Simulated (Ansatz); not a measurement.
Relaxation of CH$_{3}$OSi (6 atoms, charge 1, multiplicity 1), to a largest force component of 0.02 eV/Å in at most 50 steps.

Method: RKS PBE/def2-SVP in Ansatz.

```xyz
6
Properties=species:S:1:pos:R:3
O 1.133 1.199 -0.818
C 0.238 0.749 -0.105
Si -0.733 -0.620 0.550
H 1.703 0.622 -1.395
H -2.018 -0.837 -0.079
H -0.323 -1.112 1.848
```

Question: Where does it end, and by what steps?

Answer: The run converged. Limits of this set-up: the dipole of an ion depends on the origin. After 14 steps the energy has fallen by 0.304 eV; C2 moved furthest, 0.52 Å.

```csv
step,energy less start (eV),largest force component (eV/Å),accepted
0,0.0000,1.764,yes
1,-0.1599,0.681,yes
2,-0.1955,0.463,yes
3,-0.2239,0.200,yes
4,-0.2194,0.498,no
5,-0.2378,0.096,yes
6,-0.2429,0.202,yes
7,-0.2519,0.302,yes
8,-0.2560,0.669,yes
9,-0.2782,0.520,yes
10,-0.2889,0.840,yes
11,-0.3006,0.288,yes
12,-0.3029,0.151,yes
13,-0.3040,0.035,yes
14,-0.3041,0.003,yes
```

```xyz
6
Properties=species:S:1:pos:R:3
O 1.078 1.192 -0.772
C 0.377 0.288 -0.288
Si -0.891 -0.392 0.723
H 1.775 0.888 -1.425
H -2.040 -0.845 -0.115
H -0.299 -1.131 1.876
```

Whether the end is a true minimum wasn't checked by a vibrational analysis.

Time of the run: 8 s on 1 thread of AMD EPYC 9R45 96-Core Processor (Zen 5), on a shared host, peak memory 0.15 GiB.
